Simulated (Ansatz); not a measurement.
All values below come from frozen-core CCSD(T)/cc-pVTZ // PBE-D3(BJ)/def2-SVP run with Ansatz (a program for electronic structure). The geometry is that of the parent before the electron was removed.

Ansatz 0.2 input:
```yaml
crystal:
  periodic: [false, false, false]
  atoms:
    - { symbol: C, position_ang: [1.166789, 0.064713, -0.032354] }
    - { symbol: O, position_ang: [0.072839, -0.772437, -0.304248] }
    - { symbol: C, position_ang: [-1.157382, -0.164465, -0.006935] }
    - { symbol: H, position_ang: [1.138764, 1.009682, -0.631645] }
    - { symbol: H, position_ang: [1.221546, 0.35633, 1.046933] }
    - { symbol: H, position_ang: [2.091472, -0.486889, -0.292657] }
    - { symbol: H, position_ang: [-1.961956, -0.886582, -0.248325] }
    - { symbol: H, position_ang: [-1.327427, 0.766501, -0.604673] }
    - { symbol: H, position_ang: [-1.244644, 0.113149, 1.073905] }
basis:
  gaussian: { orbitals: cc-pVTZ }
correlation:
  method: ccsd_t
total_charge: 1
magnetization:
  spin_polarized: true
  initial_magnetization: 1
```

Output:

```
Functional definition: HF
989 factors; integrals over basis functions are off by at most 8.4e-4 eV
mean field evaluation 1: about -4180.4635 eV, gradient 2.6e1 eV
mean field evaluation 2: about -4180.4655 eV, gradient 2.6e1 eV
mean field evaluation 4: about -4184.5100 eV, gradient 4.5e0 eV
mean field evaluation 8: about -4185.0210 eV, gradient 1.3e-1 eV
mean field evaluation 16: about -4184.5097 eV, gradient 4.5e0 eV
mean field evaluation 32: about -4185.0138 eV, gradient 8.8e-1 eV
mean field evaluation 64: about -4180.7839 eV, gradient 4.1e-2 eV
mean field evaluation 96: about -4183.1462 eV, gradient 7.9e-3 eV
mean field -4185.02087112 eV, -153.7966803047 hartree, gradient 2.1e-6 eV, S^2 0.764688; 3 other end points of the search recorded, 0 dependent functions left out
determinant -4185.02087112 eV, -153.7966803047 hartree, with singles and doubles -4201.16727195 eV, -154.3900495908 hartree
determinant -4183.14617033 eV, -153.7277863213 hartree, with singles and doubles -4199.32242654 eV, -154.3222527722 hartree
3 core orbitals not correlated
reference -4185.02087112 eV, -153.7966803047 hartree; 10, 9 occupied and 161, 162 virtual orbitals, 989 factors
second order -14.72870369 eV of doubles, -0.00000000 eV of singles
cycle   1  -15.91467558 eV  change    -1.4e0 eV  update   2.3e-2
cycle   2  -15.94974062 eV  change   -3.5e-2 eV  update   6.0e-3
cycle   3  -15.95253205 eV  change   -2.8e-3 eV  update   2.8e-3
cycle   4  -15.95535320 eV  change   -2.8e-3 eV  update   1.5e-3
cycle   5  -15.95797397 eV  change   -2.6e-3 eV  update   7.9e-4
cycle   6  -15.95879770 eV  change   -8.2e-4 eV  update   2.8e-4
cycle   7  -15.95901155 eV  change   -2.1e-4 eV  update   5.8e-5
cycle   8  -15.95905150 eV  change   -4.0e-5 eV  update   2.3e-5
cycle   9  -15.95904290 eV  change    8.6e-6 eV  update   7.9e-6
perturbative correction -0.57220680 eV, -0.0210282121 hartree
Total energy: -4201.55212082 eV, -154.4041925260 hartree
```

Cost: very roughly 90 core-seconds.
